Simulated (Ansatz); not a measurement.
Coupled-cluster diagnostics for Al₂H⁻ (the lowest singlet isomer of a short search), Ansatz.

Geometry of the singlet (PBE-D4/def2-TZVPD):

Cartesian coordinates in Å:
```
Al 0.4260 0.1961 0.2807
Al -0.2049 -0.3899 -2.1009
H -0.2211 0.1938 1.8201
```

Correlated methods freeze 10 core orbitals. In CCSD on the charge 0 doublet the largest single amplitude is 0.23, so its Hartree–Fock determinant may place the open shell otherwise than the density functionals do. The geometry of the singlet was relaxed on an unsound state (an occupied level 0.26 eV above an empty one). The structure comes from a short search, and lower isomers may exist.

Geometry of the charge -1 triplet (PBE-D4/def2-TZVPD):

Cartesian coordinates in Å:
```
Al -0.2779 -0.2588 -0.0817
Al 1.3808 0.6394 1.6131
H -1.1029 -0.3806 -1.5314
```

Geometry of the charge -1 quintet (PBE-D4/def2-TZVPD):

Cartesian coordinates in Å:
```
Al 0.109 -0.703 0.003
Al 1.142 1.419 0.926
H -1.251 -0.716 -0.930
```

Q: Estimate the CCSD(T) correlation energy, the shares of MP2 and (T), T1 and the reference's ⟨S²⟩ for: charge -1, singlet, own geometry in def2-TZVPPD; charge -1, triplet, own geometry in def2-TZVPPD; charge -1, quintet, own geometry in def2-TZVPPD; charge 0, doublet, vertical in def2-TZVPPD; and the rough time on 4 threads of Arm Neoverse V2 on a shared host.

A: 
```tsv
state	basis	correlation (eV)	MP2 share (%)	(T) share (%)	T1	⟨S²⟩ (pure)	wall time	remarks
charge -1, singlet, own geometry	def2-TZVPPD	-5.364	77.6	6.4	0.031	0.00 (0.00)	3.4 s	large T1 (0.031), restricted SCF unstable at other levels, stability undecided
charge -1, triplet, own geometry	def2-TZVPPD	-4.572	73.1	5.6	0.065	2.28 (2.00)	1.9 s	large T1 (0.065), spin-contaminated (⟨S²⟩ 2.28)
charge -1, quintet, own geometry	def2-TZVPPD	-3.947	76.0	5.4	0.035	6.01 (6.00)	1.8 s	–
charge 0, doublet, vertical	def2-TZVPPD	-3.933	68.0	4.4	0.111	1.28 (0.75)	3.7 s	large T1 (0.111), spin-contaminated (⟨S²⟩ 1.28)
```
Customary marks for T1 are 0.02 (closed shells), 0.045 (open shells) and about 0.05 (3d metals). T1 exceeds 0.02 in 4 of 4 rows and 0.045 in 2; the higher it lies, the less the single-reference result can be trusted.
